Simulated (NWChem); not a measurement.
Species: hydrogen isocyanide (CHN); SMILES [NH+]#[C-]

```xyz
3

C      0.0000     0.0000     0.7364
N      0.0000     0.0000    -0.4270
H      0.0000     0.0000    -1.4242
```
Atoms are numbered in this order, from 1.

Computed with NWChem. Pople sets run with spherical d functions. STO-3G and 3-21G are far too small for this property and stand as cheap habits. Structure relaxed at the PBE0-D3(BJ)/def2-TZVP level. Vertical excitations in the gas phase; the lowest state need not have the same character in each row.

| level | basis functions | lowest excitation, singlet (eV) | oscillator strength of that lowest state | orbital gap (eV) |
|---|---|---|---|---|
| PBE/3-21G, TDA | 20 | 8.71 | 0.048 | 6.88 |
| PBE/6-31G*, TDA | 30 | 8.35 | 0.053 | 6.88 |
| PBE/6-31+G*, TDA | 38 | 7.39 | 0.031 | 6.76 |
| PBE/def2-SVP, TDA | 33 | 7.97 | 0.045 | 6.76 |
| PBE/def2-SVPD, TDA | 48 | 7.68 | 0.043 | 6.62 |
| PBE/def2-TZVP, TDA | 68 | 7.73 | 0.051 | 6.78 |
| PBE/aug-cc-pVDZ, TDA | 55 | 6.99 | 0.029 | 6.68 |
| PBE/def2-TZVPD, TDA | 83 | 7.38 | 0.043 | 6.71 |
